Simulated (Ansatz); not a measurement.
# Cl2H2Si: the cost of one run

All numbers below are computed with Ansatz 0.2.0 (RKS revPBE/def2-SVP).

### Step 1. The structure to begin with

Bond lengths: Si1–Cl2 2.330 Å, Si1–H3 1.660 Å, Si1–Cl4 2.128 Å, Si1–H5 1.459 Å. Angles: Cl2–Si1–H3 52.9°, Cl2–Si1–Cl4 122.4°, Cl2–Si1–H5 122.4°, H3–Si1–Cl4 119.6°, H3–Si1–H5 119.6°, Cl4–Si1–H5 109.5°.

As a file:

```xyz
5

Si    0.0000    0.0000    0.0000
Cl    1.2713    0.0000    1.9526
H     1.6559    0.0000    0.1178
Cl   -1.0032    1.7381   -0.7093
H    -0.6877   -1.1914   -0.4862
```

### Step 2. A restrained relaxation towards end A

Springs on the bonds that form and break draw the guess towards this end; the thresholds are loose.

input.yaml reads:

```yaml
crystal:
  periodic: [false, false, false]
  atoms:
    - { symbol: Si, position_ang: [0.0, 0.0, 0.0] }
    - { symbol: Cl, position_ang: [1.2713, 0.0, 1.9526] }
    - { symbol: H, position_ang: [1.6559, 0.0, 0.1178] }
    - { symbol: Cl, position_ang: [-1.0032, 1.7381, -0.7093] }
    - { symbol: H, position_ang: [-0.6877, -1.1914, -0.4862] }
basis:
  gaussian: { orbitals: def2-SVP }
hamiltonian:
  xc: revpbe
relax:
  f_tol: 0.15
  max_steps: 25
  restrain:
    - { distance: [1, 2], at: 2.57, k: 30.0 }
    - { distance: [0, 1], at: 2.13, k: 30.0 }
    - { distance: [0, 2], at: 1.46, k: 30.0 }
```

Command:

```
$ ansatz run input.yaml --threads 1 --pin off --max-ram 2048MiB --backend cpu --events-out ev --progress --plain --runs-dir out
```

What time and memory should one allow on 1 thread of Arm Neoverse V2, shared host?

About 8.9 s, with a peak of 0.11 GiB.
